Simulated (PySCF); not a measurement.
AlCl3, SMILES [Cl][Al]([Cl])[Cl]. Coordinates come from a PBE0-D3(BJ)/def2-SVP optimisation. The isomer is the one that the SMILES or the coordinates give; other isomers of the formula were not compared.

TDA-M06-2X/def2-SVPD (PySCF) puts the lowest singlet excitations at 6.75, 6.93, 7.15, 7.16, 7.41, 7.41 eV.

Question: What are the lowest excitation roots from ADC(2)/aug-cc-pVDZ run with PySCF 2.14.0? (An estimate is asked for; the answer gives what the named calculation found.)

Answer: 7.11, 7.40, 7.51, 7.51, 7.83, 7.83 eV. S1 differs by 0.36 eV (second minus first; roots are paired by order, and the bases may differ).
